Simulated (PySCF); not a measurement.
Species: ethanamine, C₂H₇N.
InChI=1S/C2H7N/c1-2-3/h2-3H2,1H3

Computed with TDDFT B3LYP/def2-SVPD, vertical, gas phase, core orbitals frozen in the response in PySCF 2.14.0, density-fitted response routines. Geometry: GFN2-xTB, one conformer, isolated molecule. Torsions of this conformer, `[CH3:1][CH2:2][NH2:3]`: H–N3–C2–C1 59°, H–N3–C2–C1 -59°.

Q: What does the calculation give for the low-lying excited states?

A: 

```tsv
state	E (eV)	E (kJ/mol)	λ (nm)	f	symmetry	main configurations (H = HOMO, L = LUMO)
S1	5.95	574	208.4	0.031	A′	H→L (96%)
S2	7.08	683	175.2	0.028	A′	H→L+1 (85%), H→L+2 (12%)
S3	7.28	702	170.4	0.021	A′	H→L+2 (86%), H→L+1 (11%)
S4	7.35	710	168.6	0.016	A″	H→L+3 (98%)
S5	8.40	811	147.6	0.023	A′	H→L+4 (97%)
S6	8.56	826	144.8	0.0001	–	H→L+5 (98%)
S7	8.77	846	141.4	0.0050	A″	H-1→L (99%)
S8	9.01	869	137.7	0.062	A′	H→L+6 (96%)
```

Triplets (Tamm–Dancoff): T1 5.70 eV, H→L (92%); T2 6.86 eV, H→L+1 (90%); T3 7.14 eV, H→L+2 (97%).

The lowest singlet lies at 5.95 eV (208 nm, ultraviolet) and is of moderate strength; its leading configuration is HOMO→LUMO (96%). The strongest level in the table is S8 at 9.01 eV (138 nm, f = 0.062). It is the last of those listed, so stronger ones may follow. Löwdin shares by element: HOMO nitrogen 64%, carbon 19%, hydrogen 6% or more; LUMO carbon 41%, nitrogen 11%, hydrogen 9% or more (atoms not listed hold the other 39%). Of the 8 states listed, 6 reach f = 0.01 and 1 stays under 0.0005. Orbital energies (eV): HOMO-3 -11.17, HOMO-2 -9.99, HOMO-1 -9.41, HOMO -6.59, LUMO 0.42, LUMO+1 1.49, LUMO+2 1.55. The listed states span 3.06 eV, and the widest gap between neighbours is 1.12 eV (S1 to S2). Symmetry labels in Cs follow from the direction of the transition dipole and are given only for states with f of 0.002 or more. Singlets were solved by full linear response, triplets in the Tamm–Dancoff approximation.
